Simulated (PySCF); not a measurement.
# How the method changes the constants of BF⁺

State: ²Σ⁺ (doublet), unpaired electrons σ ↑. Set-up: PySCF, no relativity, basis sets B 6-311G(d,p), F 6-311G(d,p). De refers to B⁺ + F in their high-spin ground configurations, without counterpoise correction. The functionals are run spin-unrestricted. A positive dipole points towards F; it is taken about the centre of mass and depends on that origin.

```tsv
Level	Re (Å)	ωe (cm⁻¹)	De (eV)	μ (D)	CPU s a point (SCF and correlation, without the integrals)
UHF	1.200	1767	3.91	-3.75	0.041
UHF-MP2	1.218	1684	5.32	n/a	0.058
UHF-SCS-MP2	1.218	1682	4.95	n/a	n/a
UHF-CCSD	1.215	1689	4.40	n/a	n/a
UHF-CCSD(T)	1.219	1665	4.56	n/a	0.59
PBE	1.226	1619	5.86	-3.30	0.19
BLYP	1.227	1610	5.65	-3.34	0.14
r²SCAN	1.219	1658	5.77	-3.42	0.28
B3LYP	1.216	1669	5.40	-3.43	0.23
PBE0	1.214	1684	5.44	-3.42	0.31
MN15	1.217	1698	5.33	-3.55	0.31
LC-ωPBE	1.215	1689	5.58	-3.40	0.29
```

Problem. Which functional lies closest to UHF-CCSD(T) in De, which farthest, and by how much do they differ from it?

Solution. Closest is MN15 (-0.2 pm in Re, +2.0 % in ωe, +0.77 eV in De against UHF-CCSD(T) in the same basis), farthest PBE (+0.7 pm in Re, -2.8 % in ωe, +1.30 eV in De). CCSD(T) converges more slowly with the basis than the functionals do and binds too weakly in this one, so the order can change at the basis-set limit.

Problem. What does a quarter of exact exchange do here, going from PBE to PBE0?

Solution. PBE0 less PBE: -1.2 pm in Re, +4.0 % in ωe, -0.42 eV in De. Exact exchange removes part of the self-interaction that spreads semilocal densities, and in most molecules shortens and stiffens the bond and lowers De; so it does here.

Problem. What does the three-parameter hybrid form, with a fifth of exact exchange, do here, going from BLYP to B3LYP?

Solution. B3LYP less BLYP: -1.1 pm in Re, +3.7 % in ωe, -0.25 eV in De. Exact exchange removes part of the self-interaction that spreads semilocal densities, and in most molecules shortens and stiffens the bond and lowers De; so it does here.

Correlated steps freeze 2 core orbitals. For an ion De counts to the pair picked by the measured ionisation energies or electron affinities, which need not be the lowest pair at this level. The state was picked by a PBE0 search and need not be the measured ground state.

The whole job (state search and all levels along the bond) took about 0.53 min on 1 thread of Intel Xeon Platinum 8488C (shared host), peak memory 0.4 GiB.
